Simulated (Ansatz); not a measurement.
# F₂+ (doublet): small, medium and large basis sets

Aim: see how fast density functionals and correlated methods converge with the basis set for F₂+ (doublet).

The runs use Ansatz 0.2.0, Gaussian basis; one geometry, several basis sets.

Plan: PBE0-D4/def2-SVP; ωB97M-V/def2-SVP; PBE0-D4/def2-QZVPP; ωB97M-V/def2-QZVPP; CCSD(T)/cc-pV(D+d)Z; CCSD(T)/cc-pV(T+d)Z; CCSD(T)/cc-pV(Q+d)Z; the functionals' def2-TZVPP values are taken from earlier runs.

## Step 1: Structure used throughout

All runs share one geometry, relaxed beforehand with PBE0-D4 in a triple-zeta def2 set.

2 atoms, charge 1, spin multiplicity 2.

Atoms are counted from 1 here; the program's logs count them from 0.

Bond lengths: F1–F2 1.273 Å.

Geometry (Å):

```tsv
atom	x (Å)	y (Å)	z (Å)
F1	-0.54038	0.19648	-0.27296
F2	0.54038	-0.19648	0.27296
```

## Step 2: PBE0-D4 in def2-SVP

in.yaml

```yaml
crystal:
  periodic: [false, false, false]
  atoms:
    - {symbol: F, position_ang: [-0.540375, 0.196483, -0.272958]}
    - {symbol: F, position_ang: [0.540375, -0.196483, 0.272958]}
basis:
  gaussian: {orbitals: def2-SVP}
total_charge: 1
magnetization: {spin_polarized: true, initial_magnetization: 1}
hamiltonian: {xc: pbe0, dispersion: d4}
output: {orbitals: {seedname: orbitals}}
```

Run with:

```
> ansatz run in.yaml --threads 2 --pin off --events-out ev --progress --plain --max-ram 32768MiB --backend cpu
```

Further steps of the session: ωB97M-V in def2-SVP; PBE0-D4 in def2-QZVPP; ωB97M-V in def2-QZVPP; CCSD(T) in cc-pV(D+d)Z; CCSD(T) in cc-pV(T+d)Z; CCSD(T) in cc-pV(Q+d)Z.

**Question.** What will the summary of the whole plan be? Wanted: MP2 correlation recovered, cc-pV(D+d)Z; MP2 correlation recovered, cc-pV(T+d)Z; MP2 correlation recovered, cc-pV(Q+d)Z; CCSD(T) limit from def2 sets; PBE0-D4: double and triple zeta above quadruple; ωB97M-V: double and triple zeta above quadruple.

The runs gave:

| quantity | value |
| --- | --- |
| MP2 correlation recovered, cc-pV(D+d)Z | 65.7 % |
| MP2 correlation recovered, cc-pV(T+d)Z | 86.8 % |
| MP2 correlation recovered, cc-pV(Q+d)Z | 94.5 % |
| CCSD(T) limit from def2 sets (earlier runs) less the limit of this series | 1 meV |
| PBE0-D4: double and triple zeta above quadruple | 7.23, 0.28 eV |
| ωB97M-V: double and triple zeta above quadruple | 7.34, 0.26 eV |

For PBE0-D4 the step from double to triple zeta gains 6.95 eV and the next only 0.28 eV. Correlation climbs from 66 % (cc-pV(D+d)Z) to 95 % (cc-pV(Q+d)Z) of the limit; Hartree-Fock is 0.146 eV from its own by then. A limit from the def2 sets, made apart, differs by 1 meV, a least measure of the doubt on such a limit. These are total energies; as a rule much of such shifts cancels in differences, which this series doesn't test.
